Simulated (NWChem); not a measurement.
System: C4H8; SMILES C1CCC1

Results from NWChem. The geometry was optimised at PBE0/def2-SVP. Level: PBE0/def2-SVP with SMD, gas-phase geometry; reactions with the solvents are ignored. One conformer.

```
SMD term (kcal/mol)                 water  toluene
----------------------------------  -----  -------
distortion of the solute's density   0.05     0.01
polarisation                        -0.75    -0.42
cavity, dispersion and structure     1.95    -2.92
```

Task: Sum the solvation free energies, find the transfer free energy from water to toluene and the partition coefficient at 298.15 K.

Result: 
1. ΔG(solv, water) = 1.25 kcal/mol and ΔG(solv, toluene) = -3.33 kcal/mol (1 M gas to 1 M solution).
2. Transfer: -3.33 − (1.25) = -4.58 kcal/mol.
3. log₁₀ K(toluene/water) = −ΔG/(RT ln 10) = 4.58/1.364 = 3.4, so the model puts more of the solute in toluene.
4. Of the transfer energy, 0.29 kcal/mol is electrostatic and -4.87 comes from the non-electrostatic term. The two phases are taken as the pure solvents.
